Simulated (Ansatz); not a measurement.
System: SnBr2 (Pnma, No. 62; cell taken from a computed entry). Method: G0W0@PBEsol+SOC (plane waves, hard PAW, contour deformation, complete-basis limit, spin–orbit shift from PBEsol; Ansatz, a quantum-chemistry and plane-wave program).

Numerical settings: largest k mesh 2×4×2 (not extrapolated in the mesh).

Cell (fixed, not relaxed at this level and not confirmed as the measured one):

```
CELL_PARAMETERS angstrom
      8.76487     0.00000     0.00000
      0.00000     4.23954     0.00000
      0.00000     0.00000    10.70068
ATOMIC_POSITIONS crystal
  Sn 0.38478 0.25000 0.66551
  Sn 0.61522 0.75000 0.33449
  Sn 0.11522 0.75000 0.16551
  Sn 0.88478 0.25000 0.83449
  Br 0.66578 0.25000 0.54981
  Br 0.33422 0.75000 0.45019
  Br 0.83422 0.75000 0.04981
  Br 0.16578 0.25000 0.95019
  Br 0.98778 0.25000 0.31349
  Br 0.01222 0.75000 0.68651
  Br 0.51222 0.75000 0.81349
  Br 0.48778 0.25000 0.18651
```

Task: Estimate the band gap that the calculation returns.

Result: 
* **band gap**: 3.57 eV

Note: filled d or f shells below the valence bands can shift G0W0 gaps through exchange with them, which wasn't tested here; spin–orbit coupling enters as the shift of the gap found with a semilocal functional.

Computed values are for the static lattice.
